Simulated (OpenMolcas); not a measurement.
How basis sets differ on BH2SF (SMILES FBS)

The species is BH2SF (5 atoms), meant as a singlet with charge 0. SMILES: `FBS`. Geometry: relaxed at PBE0-D4/def2-TZVP. This is one conformer, not always the lowest.

Each level gives the HOMO–LUMO gap (eV). The values are calculated.

| level | kind | program | value (eV) | CPU time |
| --- | --- | --- | --- | --- |
| HF/STO-3G | Hartree–Fock | OpenMolcas | 15.89 | 2.4 s |
| HF/3-21G | Hartree–Fock | OpenMolcas | 14.50 | 2.5 s |
| HF/def2-SVP | Hartree–Fock | OpenMolcas | 14.28 | 3.9 s |
| HF/aug-cc-pVDZ | Hartree–Fock | OpenMolcas | 12.13 | 11 s |

The values span 12.13 to 15.89 eV. A Hartree–Fock LUMO above zero doesn't converge with the basis: it sinks as sets grow more diffuse. Orbital gaps aren't excitation energies. Times are those of the runs behind each value, whatever else they computed, on shared processors of several kinds: orders of magnitude only.
